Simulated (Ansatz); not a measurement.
# C2H3N: the cost of one run

All numbers are computed with the Python package of Ansatz 0.2.0. The levels of theory stand in the script.

## 1. Starting point

Bond lengths: C1–C2 1.462 Å, C2–N3 1.160 Å, C1–H4 1.094 Å, C1–H5 1.094 Å, C1–H6 1.094 Å. Angles: C1–C2–N3 180.0°, C2–C1–H4 110.8°, C2–C1–H5 110.8°, C2–C1–H6 110.8°, H4–C1–H5 108.1°, H4–C1–H6 108.1°, H5–C1–H6 108.1°.

The script holds or builds the structure itself.

## 2. The script

Input file run_methods.py:

```python
"""One geometry of C2H3N, method by method."""

from pathlib import Path

import ansatz as az
import numpy as np

GEOMETRY = """
C    -0.48620    0.00370   -0.00800
C     0.97540   -0.00750    0.01610
N     2.13550   -0.01640    0.03530
H    -0.86960   -0.75910   -0.69220
H    -0.89300   -0.19730    0.98750
H    -0.86210    0.97650   -0.33870
"""

mol = az.Crystal.molecule()
for line in GEOMETRY.strip().splitlines():
    symbol, *xyz = line.split()
    mol = mol.atom(symbol, [float(v) for v in xyz])

calc = mol.calculation().basis(gaussian="def2-SVP")

print("functional    E (Ha)        dipole (D)   HOMO (eV)  LUMO (eV)")
for name in ["hse06", "pbe0", "lda", "blyp", "revpbe", "pbe"]:
    data = calc.functional(name).forces().orbitals().run(threads=1, backend="cpu", runs_dir="runs").report
    lines = Path(data["orbitals_path"]).read_text().splitlines()
    field_of = lambda key: [line.split("=")[1].strip() for line in lines if line.startswith(key)]
    orbitals = [(27.211386 * float(e), s, float(n)) for e, s, n in zip(field_of("Ene="), field_of("Spin="), field_of("Occup="))]
    homo = max(e for e, _, n in orbitals if n > 0.5)
    lumo = min(e for e, _, n in orbitals if n < 0.5)
    dipole = 4.803205 * np.linalg.norm(data["charge_distribution"]["dipole_moment_e_ang"])
    print(f"{name:10s} {data['free_energy_ev'] / 27.211386246:14.6f} {dipole:9.3f} {homo:11.3f} {lumo:10.3f}")
```

## 3. The input behind the calls

The package turns the script's settings into the engine's input (first run):

```yaml
crystal:
  periodic: [false, false, false]
  atoms:
    - { symbol: C, position_ang: [-0.4862, 0.0037, -0.008] }
    - { symbol: C, position_ang: [0.9754, -0.0075, 0.0161] }
    - { symbol: "N", position_ang: [2.1355, -0.0164, 0.0353] }
    - { symbol: H, position_ang: [-0.8696, -0.7591, -0.6922] }
    - { symbol: H, position_ang: [-0.893, -0.1973, 0.9875] }
    - { symbol: H, position_ang: [-0.8621, 0.9765, -0.3387] }
basis:
  gaussian:
    orbitals: def2-SVP
hamiltonian:
  xc: hse06
output:
  orbitals: {}
  forces: true
```

## 4. Launch

Launch:

```
$ python run_methods.py
```

Q: Estimate wall time and peak memory on 1 thread of Arm Neoverse V1, shared host.

About 5.9 s, with a peak of 0.17 GiB.
